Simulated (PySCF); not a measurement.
## Bond curve of C₂

Set-up: basis C 6-311G(d,p); no relativity; PySCF 2.14. Energies in eV from C + C in their ground configurations at the same level. State: ³Πu (triplet), unpaired electrons σ ↑, π ↑.

All columns are PBE0.

| R (Å) | E (eV) | HOMO (eV) | LUMO (eV) | Mayer bond order | ⟨S²⟩ |
| --- | --- | --- | --- | --- | --- |
| 1.125 | -4.700 | -9.15 | -6.42 | 2.69 | 2.00 |
| 1.177 | -5.539 | -9.42 | -6.17 | 2.65 | 2.00 |
| 1.230 | -6.012 | -9.25 | -5.95 | 2.62 | 2.00 |
| 1.269 | -6.183 | -9.05 | -5.79 | 2.59 | 2.00 |
| 1.308 | -6.229 | -8.86 | -5.65 | 2.56 | 2.00 |
| 1.347 | -6.176 | -8.69 | -5.51 | 2.53 | 2.00 |
| 1.400 | -5.989 | -8.47 | -5.34 | 2.49 | 2.00 |
| 1.465 | -5.621 | -8.22 | -5.19 | 2.44 | 2.00 |
| 1.543 | -5.059 | -7.95 | -5.14 | 2.38 | 2.01 |
| 1.648 | -4.213 | -7.63 | -5.06 | 2.31 | 2.01 |

The state was picked by a PBE0 search and need not be the measured ground state.
